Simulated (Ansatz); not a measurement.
Born–Oppenheimer molecular dynamics of BClS (3 atoms, charge 0, multiplicity 1). It starts from a relaxed structure.

Theory: RKS B3LYP-D4/def2-SVP in Ansatz 0.2.0.

| Property | Result |
| --- | --- |
| ensemble | NVT, Langevin thermostat |
| time step | 2 fs |
| steps asked | 377 |
| set temperature | 1000 K |
| friction | 0.05 /fs |
| seed | 397579 |

First frame:

```xyz
3
Properties=species:S:1:pos:R:3
S -1.057 1.174 -0.447
B -0.017 0.019 -0.007
Cl 1.073 -1.192 0.454
```

(1) How far do the bonds stretch over the last three quarters of this one trajectory? (Pairs bonded in most of those frames.)

Answers

(1) 
```csv
bond,mean (Å),spread (Å),shortest,longest
S1–B2,1.621,0.046,1.51,1.77
B2–Cl3,1.702,0.047,1.56,1.83
```

Mean temperature of the second half: 1105 K. The mean temperature of the second half is 10 % above the set value. A run of 0.75 ps of so small a system gives no equilibrium averages.

Time of the run: 12 min on 1 thread of Intel(R) Xeon(R) Processor @ 2.50GHz (Skylake/Cascade Lake), on a shared host, peak memory 0.096 GiB.
